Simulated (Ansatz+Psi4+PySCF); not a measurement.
Results of a calculation; reference values are marked as such.
This Psi4 input gave a total energy of -39.88378 hartree.

```
molecule {
1 2
C 0.300000 0.300000 0.300000
H 1.069050 -0.292030 -0.196140
H 0.266880 0.039390 1.357870
H 0.532360 1.359650 0.193960
H -0.668300 0.092990 -0.155680
}

set basis cc-pVTZ
set reference uhf
set scf_type pk
set mp2_type conv
set cc_type conv
set num_frozen_docc 1
energy('mp2')
```

Task: Write an input for PySCF with the same method and basis set.

Result:

```python
from pyscf import gto, scf, mp

mol = gto.M(atom="""
C 0.300000 0.300000 0.300000
H 1.069050 -0.292030 -0.196140
H 0.266880 0.039390 1.357870
H 0.532360 1.359650 0.193960
H -0.668300 0.092990 -0.155680
""", basis='cc-pvtz', charge=1, spin=1)
mf = scf.UHF(mol)
mf.kernel()
pt = mp.MP2(mf, frozen=1).run()
print(mf.e_tot, pt.e_corr, pt.e_tot)
```

PySCF 2.14.0 gave -39.88378 hartree, 0.00 meV from the first. Caution: MP2 on this radical cation hangs on the determinant chosen.
